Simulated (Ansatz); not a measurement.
**B2+ (doublet): the correlation ladder, def2-QZVPP**

The task here is to estimate one member of a computed series from the others.

Method: def2-QZVPP, core rule «outside noble gas», up to 2 orbitals frozen; program: Ansatz 0.2.0, Gaussian basis.

Plan: UHF; ROHF; CCSD(T) on UHF.

### What is computed

The geometry is a PBE0/def2-TZVP stationary point (not a proven minimum).

2 atoms, charge 1, spin multiplicity 2.

Atoms are counted from 1 here; the program's logs count them from 0.

Bond lengths: B1–B2 1.704 Å.

Set-up of the first run:

in.yaml

```yaml
crystal:
  periodic: [false, false, false]
  atoms:
    - {symbol: B, position_ang: [0.000000, 0.000000, 0.000000]}
    - {symbol: B, position_ang: [0.000000, 0.000000, 1.704200]}
basis:
  gaussian: {orbitals: "def2-QZVPP.json"}
total_charge: 1
magnetization: {spin_polarized: true, initial_magnetization: 1}
hamiltonian: {xc: hf}
output: {orbitals: {seedname: orbitals}}
```

Launch:

```
ansatz run in.yaml --threads 1 --pin off --events-out ev --progress --plain --max-ram 2393MiB
```

Among the steps run: UHF; ROHF; CCSD(T) on UHF.

One of the session's tables, all rows but one given; the rest of the session is left out.

| method | from UCCSD(T) (meV) |
| --- | --- |
| ROHF | +4388.6 |
| UHF | +3121.6 |
| UMP2 | +1089.3 |
| UCCSD | ? |
| UCCSD(T) | 0 |

Q: Estimate the row for UCCSD from the others.

As computed: from UCCSD(T) (meV): +216.6. In the column «from UCCSD(T) (meV)» it lies between UCCSD(T) (0) and UMP2 (+1089.3).

The program flags UCCSD(T) as in doubt (see the logs), so the zero of the table is itself unsure.

To keep in mind: The determinant is far from a pure spin state, so its energy mixes those of several spin states (harmless only where they are near-degenerate, as at dissociation). The program flags UCCSD(T) as in doubt, so the zero of the table is itself unsure.
